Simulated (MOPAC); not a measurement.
MOPAC input (PM6):

```
PM6 FORCE THERMO(298,298) PRECISE LET GEO-OK AUX(PRECISION=9) THREADS=1
C2H4O2

C    -0.96944083 1   -0.09643413 1    0.00148247 1
O    -0.73017543 1   -1.27800901 1   -0.01918509 1
O     0.01288419 1    0.85903576 1    0.01442765 1
H    -1.92525237 1    0.43127622 1    0.01343169 1
C     1.39225575 1    0.40653511 1    0.00238463 1
H     1.95554764 1    1.34541638 1    0.01639414 1
H     1.58558707 1   -0.20109620 1    0.89195789 1
H     1.57981759 1   -0.17077362 1   -0.90836263 1
```

Which zero-point energy does it print?

34.49 kcal/mol, from the harmonic wavenumbers of PM6.
